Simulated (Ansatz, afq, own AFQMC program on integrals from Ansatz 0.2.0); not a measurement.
# Where AFQMC and coupled cluster stand for SiH4, singlet

```json
{"atom": "Si", "x (Å)": "0.0000", "y (Å)": "0.0000", "z (Å)": "0.0000"}
{"atom": "H", "x (Å)": "0.8647", "y (Å)": "0.8681", "z (Å)": "0.8695"}
{"atom": "H", "x (Å)": "-0.8700", "y (Å)": "-0.8669", "z (Å)": "0.8654"}
{"atom": "H", "x (Å)": "-0.8649", "y (Å)": "0.8667", "z (Å)": "-0.8707"}
{"atom": "H", "x (Å)": "0.8702", "y (Å)": "-0.8679", "z (Å)": "-0.8642"}
```

Basis 6-31++G**. Only valence electrons are correlated. AFQMC by an in-house program on the Cholesky factors that Ansatz 0.2.0 writes for its CCSD(T) run. The CISD trial takes its coefficients from CCSD amplitudes. Released means that phaseless walkers are propagated on without the constraint, phases kept. ± is one standard error of the sampling.

Determinant: RHF, the one that the program's search chose, which needn't be the lowest solution. The geometry is a PBE0/def2-TZVPD stationary point of this or a neighbouring charge and spin state.

No full CI on the walks' own integrals is used here; CCSDTQ serves as the reference and is uncertain by about the last step of the cluster series.

Cautions: the ph-AFQMC/CISD walk drifts between its halves (2.6 errors).

- T1 diagnostic: 0.0095
- weight of the determinant in the CISD state: 0.931
- size of the correlated space: 8 electrons in 42 orbitals

Reference: CCSDTQ, correlation energy -3.766 eV. The released energy is read at 2.40 1/Eh (meV from the phaseless value at times in 1/Eh: -0.1 ± 1.0 at 0.24, -0.7 ± 0.9 at 0.51, -0.4 ± 0.6 at 0.99, -1.3 ± 0.6 at 1.62, -0.6 ± 0.6 at 2.40).

```csv
level,E − E(reference) (meV),share of correlation (%)
HF,3766.4,0.00
MP2,803.5,78.67
CCSD,76.1,97.98
CCSD(T),16.0,99.58
CCSDT,1.4,99.96
CCSDT(Q),0.3,99.99
ph-AFQMC/CISD,0.1 ± 1.4,100.00
released AFQMC,-0.5 ± 0.6,100.01
```

CCSDT and higher add their correlation energy to the determinant of the CCSD(T) run, since their own runs factorise the integrals more tightly (a shift of under 2 meV). A walk keeps the symmetry of its determinant, which the program's search chose and which needn't be the lowest solution, so a lower state of the same spin and another symmetry isn't excluded. Released energies are given only where the last usable release times agree within the noise; a slower fall can still hide under it.
